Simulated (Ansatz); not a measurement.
# BHSCl (SMILES S[B]Cl) at RPA@PBE/STO-3G

What is the vertical ionisation energy of BHSCl at RPA@PBE/STO-3G? 

The calculation is run with Ansatz 0.2.0.

75 further runs of the same task are left out: 2 that didn't finish, 73 set aside as unsound or not needed.

## (1) The structure to begin with

BHSCl has 4 atoms, charge 0, and is taken as a doublet. As SMILES, `S[B]Cl`. The shape is that of a PBE0-D4/def2-TZVP optimisation.

Bond lengths: S1–B2 1.766 Å, B2–Cl3 1.722 Å, S1–H4 1.344 Å. Angles: S1–B2–Cl3 124.8°, B2–S1–H4 96.3°.

## (2) The energy at RPA@PBE/STO-3G

File in.yaml:

```yaml
basis:
  gaussian:
    orbitals: STO-3G
crystal:
  periodic: [false, false, false]
  atoms:
    - {symbol: S, position_ang: [0.566400, -0.789100, 0.531400]}
    - {symbol: B, position_ang: [-0.299600, 0.475700, -0.345800]}
    - {symbol: Cl, position_ang: [-2.014100, 0.616000, -0.427300]}
    - {symbol: H, position_ang: [1.802900, -0.362900, 0.221400]}
magnetization:
  spin_polarized: true
  initial_magnetization: 1
hamiltonian:
  xc: {name: PBE}
correlation:
  method: rpa
  frozen_orbitals: {B: 1, Cl: 5, H: 0, S: 5}
accuracy: high
```

Run with:

```console
$ ansatz run in.yaml --threads 1 --pin off --max-ram 2610MiB --events-out events.jsonl --progress --plain --runs-dir runs
```

The program printed:

```text
Warning: RAYON_NUM_THREADS=1 ignored (pool sized by the plan → 1); use --threads N
Functional definition: PBE
  name "PBE"
  parameter kappa = 0.804
  parameter beta = 0.06672455060314922
  exchange = pbe_x(kappa = kappa, mu = beta*pi^2/3)
  correlation = pbe_c(beta = beta)
427 factors; integrals over basis functions are off by at most 1.9e-8 eV
mean field evaluation 1: about -23773.0538 eV, gradient 6.7e0 eV
mean field evaluation 2: about -23773.0206 eV, gradient 6.7e0 eV
mean field evaluation 4: about -23773.5396 eV, gradient 8.9e-1 eV
mean field evaluation 8: about -23773.5476 eV, gradient 5.1e-2 eV
mean field evaluation 16: about -23773.5476 eV, gradient 2.5e-7 eV
mean field -23773.54763985 eV, -873.6617614750 hartree, gradient 4.7e-8 eV, S^2 0.755441; 0 other end points of the search recorded, 0 dependent functions left out
11 core orbitals not correlated: weight in the atoms' cores, before any rotation towards them, 1.000 or more for the frozen orbitals, at most 0.000 for the correlated occupied ones
reference -23746.98138202 eV, -872.6854695073 hartree; 9, 8 occupied and 4, 5 virtual orbitals, 427 factors
Total energy: -23750.99453145 eV, -872.8329500284 hartree
```

It took 2.5 s on 1 thread of Arm Neoverse V1, shared host; peak memory 0.14 GiB.

## (3) The singlet cation, same level

File run.yaml:

```yaml
crystal:
  periodic: [false, false, false]
  atoms:
    - {symbol: S, position_ang: [0.566400, -0.789100, 0.531400]}
    - {symbol: B, position_ang: [-0.299600, 0.475700, -0.345800]}
    - {symbol: Cl, position_ang: [-2.014100, 0.616000, -0.427300]}
    - {symbol: H, position_ang: [1.802900, -0.362900, 0.221400]}
basis:
  gaussian:
    orbitals: STO-3G
total_charge: 1
hamiltonian:
  xc: pbe
accuracy: high
correlation:
  method: rpa
  frozen_orbitals: {B: 1, Cl: 5, H: 0, S: 5}
```

Run with:

```console
$ ansatz run run.yaml --threads 1 --pin off --max-ram 2610MiB --events-out events.jsonl --progress --plain --runs-dir runs
```

The program printed (excerpt; [...] marks lines left out):

```text
Warning: RAYON_NUM_THREADS=1 ignored (pool sized by the plan → 1); use --threads N
[... 6 set-up lines as earlier in the session ...]
427 factors; integrals over basis functions are off by at most 1.9e-8 eV
mean field evaluation 1: about -23765.2690 eV, gradient 2.1e1 eV
mean field evaluation 2: about -23765.2271 eV, gradient 2.1e1 eV
mean field evaluation 4: about -23766.8936 eV, gradient 1.2e1 eV
mean field evaluation 8: about -23767.4100 eV, gradient 3.1e-2 eV
mean field evaluation 16: about -23767.4085 eV, gradient 4.9e-8 eV
mean field -23767.40847297 eV, -873.4361512536 hartree, gradient 1.4e-8 eV, S^2 0.000000; 0 other end points of the search recorded, 0 dependent functions left out
11 core orbitals not correlated: weight in the atoms' cores, before any rotation towards them, 1.000 or more for the frozen orbitals, at most 0.000 for the correlated occupied ones
reference -23740.19167352 eV, -872.4359523219 hartree; 8, 8 occupied and 5, 5 virtual orbitals, 427 factors
Total energy: -23745.96748130 eV, -872.6482093428 hartree
```

It took 1.8 s on 1 thread of Arm Neoverse V1, shared host; peak memory 0.099 GiB.

## (4) Outcome

At RPA@PBE/STO-3G, 11 core orbitals frozen:

| quantity | value |
| --- | --- |
| doublet BHSCl: total energy | -872.83295 Eh |
| doublet BHSCl: RPA correlation energy (valence) | -147.5 mEh |
| doublet BHSCl: ⟨S²⟩ of the reference determinant | 0.755 |
| singlet cation: total energy | -872.64821 Eh |
| singlet cation: RPA correlation energy (valence) | -212.3 mEh |
| vertical ionisation energy (to the singlet cation) | 5.027 eV |

**Reading.** Removing an electron at fixed nuclei costs 5.03 eV (485 kJ/mol). Only the singlet of the ionised species was computed; a triplet could lie lower. In a minimal basis such a difference can be off by several eV, whatever the method.
